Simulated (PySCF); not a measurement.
N2O. Atoms are numbered in the order given.

```xyz
3

N      0.0000     0.0000    -1.1894
N      0.0000     0.0000    -0.0713
O      0.0000     0.0000     1.1031
```

Coordinates come from a PBE0-D3(BJ)/def2-TZVP optimisation.

Method: PBE0-D3(BJ)/def2-TZVP run with PySCF 2.14.0.

Harmonic, unscaled wavenumbers; measured fundamentals usually lie a few per cent lower.

Modes within 1.5 cm⁻¹ of each other (mostly degenerate sets) share a row, with their intensities summed.

```json
[
 {"mode": "1–2", "ν (cm⁻¹)": "641", "IR (km/mol)": "13.4", "moving atoms (share of kinetic energy)": "N 86 %, O 14 %"},
 {"mode": "3", "ν (cm⁻¹)": "1377", "IR (km/mol)": "67.9", "moving atoms (share of kinetic energy)": "O 58 %, N 42 %"},
 {"mode": "4", "ν (cm⁻¹)": "2410", "IR (km/mol)": "405.9", "moving atoms (share of kinetic energy)": "N 95 %"}
]
```
